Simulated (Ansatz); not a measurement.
Run this with Ansatz's Python interface and show what comes out.

The script, `c3h5fo2.py`:
```python
'''Conformer energies of C3H5FO2.'''

import logging
import sys

import ansatz as az
from rdkit import Chem
from rdkit.Chem import AllChem

logging.basicConfig(stream=sys.stdout, format='%(levelname)s %(message)s')
logger = logging.getLogger('ansatz_job')
logger.setLevel(logging.INFO)

rd = Chem.AddHs(Chem.MolFromSmiles('CC(O)(F)C=O'))
ids = list(AllChem.EmbedMultipleConfs(rd, numConfs=20, randomSeed=75, pruneRmsThresh=0.4))
field = [energy for _, energy in AllChem.MMFFOptimizeMoleculeConfs(rd)]
distinct = {round(e, 2): i for i, e in zip(ids, field)}
chosen = sorted(distinct.items())[:3]
found = []
for force_field, index in chosen:
    geometry = az.Crystal.molecule()
    for atom, xyz in zip(rd.GetAtoms(), rd.GetConformer(index).GetPositions()):
        geometry = geometry.atom(atom.GetSymbol(), xyz.round(5).tolist())
    calc = (
        geometry.calculation()
        .basis(gaussian='6-31G*')
        .functional('PBE0', dispersion='d3bj')
    )
    found.append(calc.run(threads=1).report['free_energy_ev'])
logger.info('conformer   MMFF (kcal/mol)   this level (kJ/mol)')
for (force_field, index), e in zip(chosen, found):
    logger.info(f'{index:9d} {force_field - chosen[0][0]:17.2f} {96.485332 * (e - min(found)):17.3f}')
```

```console
$ python c3h5fo2.py
INFO conformer   MMFF (kcal/mol)   this level (kJ/mol)
INFO         3              0.00             0.000
INFO         2              1.11             8.695
```

The conformers keep their force-field geometries. Hardware and time: 5.6 s on 1 thread of Arm Neoverse V2 (shared host), peak memory 0.31 GiB.
